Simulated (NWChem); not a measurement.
Molecule: tetrafluoromethane (CF$_{4}$); SMILES FC(F)(F)F

Computed with NWChem. Medium grid unless said otherwise, to which SCAN and Minnesota functionals are sensitive. Coordinates come from a PBE0/def2-SVP optimisation.

Question: Order these by “orbital gap (eV)”, lowest first: LDA (Slater exchange, VWN5)/def2-TZVPD; PBE0/def2-TZVPD; Hartree-Fock/def2-TZVPD; CAM-B3LYP/def2-TZVPD.

Answer: LDA (Slater exchange, VWN5)/def2-TZVPD (10.54), PBE0/def2-TZVPD (13.10), CAM-B3LYP/def2-TZVPD (15.09), Hartree-Fock/def2-TZVPD (20.41)
